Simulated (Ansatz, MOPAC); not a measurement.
Equilibrium lattice constant a (Å) of solids drawn from the class of tetrahedrally bonded semiconductors and semimetals, at two levels: AM1 semi-empirical Hartree-Fock in MOPAC, closed shell, cyclic supercell at the zone centre; energies are heats of formation (MOPAC), and r²SCAN in Ansatz (PAW).

```json
[
 {"solid": "3C-SiC", "AM1 semi-empirical Hartree-Fock (MOPAC)": "4.413", "r²SCAN": "4.356", "shift (%)": "-1.29"},
 {"solid": "zinc-blende InSb", "AM1 semi-empirical Hartree-Fock (MOPAC)": "4.843", "r²SCAN": "6.556", "shift (%)": "+35"},
 {"solid": "cubic BN", "AM1 semi-empirical Hartree-Fock (MOPAC)": "3.656", "r²SCAN": "3.610", "shift (%)": "-1.26"},
 {"solid": "zinc-blende AlN (metastable phase)", "AM1 semi-empirical Hartree-Fock (MOPAC)": "4.150", "r²SCAN": "4.370", "shift (%)": "+5.30"},
 {"solid": "zinc-blende BAs", "AM1 semi-empirical Hartree-Fock (MOPAC)": "4.158", "r²SCAN": "4.784", "shift (%)": "+15.1"},
 {"solid": "zinc-blende InAs", "AM1 semi-empirical Hartree-Fock (MOPAC)": "4.836", "r²SCAN": "6.109", "shift (%)": "+26"},
 {"solid": "zinc-blende ZnS", "AM1 semi-empirical Hartree-Fock (MOPAC)": "5.613", "r²SCAN": "5.389", "shift (%)": "-3.99"},
 {"solid": "zinc-blende GaN (metastable phase)", "AM1 semi-empirical Hartree-Fock (MOPAC)": "4.572", "r²SCAN": "4.498", "shift (%)": "-1.62"}
]
```

The shifts run from -3.99 % to +35 %, with a median of +2.02 %.

Over all 8 rows r²SCAN is the larger in 4.

Ansatz's runs of these crystals have no spin polarisation.

Spin–orbit coupling is left out, also for the solids with elements from indium on (zinc-blende InSb, zinc-blende InAs); its size isn't shown.

Caveats: the cell moved over 20 % in volume from its start (AM1 semi-empirical Hartree-Fock (MOPAC): zinc-blende InSb, zinc-blende BAs, zinc-blende InAs); the method was fitted mainly to molecules (AM1 semi-empirical Hartree-Fock (MOPAC): 3C-SiC, zinc-blende InSb, cubic BN, zinc-blende AlN, zinc-blende BAs, zinc-blende InAs and 2 more); the run uses a supercell at the zone centre in place of a k mesh (AM1 semi-empirical Hartree-Fock (MOPAC): 3C-SiC, zinc-blende InSb, cubic BN, zinc-blende AlN, zinc-blende BAs, zinc-blende InAs and 2 more). Ansatz's density-functional and Hartree–Fock values are scalar-relativistic unless marked +SOC, with PAW data made under PBE.

Ansatz is a program for electronic structure.
